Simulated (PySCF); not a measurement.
## Boron: a sound run and one with changed settings

Sound run: B [He] 2s2 2p1, B⁺ [He] 2s2. Computed with PySCF 2.14 in x2c-SVPall (3s2p1d, 14 functions), with the spin-free X2C one-electron Hamiltonian (Gaussian nucleus). In the sound run the correlated levels freeze 1s2. The sound run starts from symmetry-adapted Hartree-Fock orbitals and uses a fine grid where one is needed.

Changed run: all electrons correlated in a basis built for the valence shell.

```tsv
species	method	sound run (hartree)	changed run (hartree)	converged
B	MP2	-24.54309	-24.54423	yes
B	CCSD(T)	-24.56496	-24.56594	yes
B⁺	MP2	-24.24156	-24.24264	yes
B⁺	CCSD(T)	-24.26798	-24.26878	yes
```

Ionisation energy of B:

```tsv
method	sound run (eV)	changed run (eV)
UHF	8.123	8.123
MP2	8.205	8.207
SCS-MP2	8.167	8.166
CCSD	8.058	8.063
CCSD(T)	8.081	8.086
```

A valence basis has no tight correlating functions, so it recovers only part of the core correlation, and not evenly between atom and ion.

For comparison, NIST gives 8.298 eV between the lowest levels.
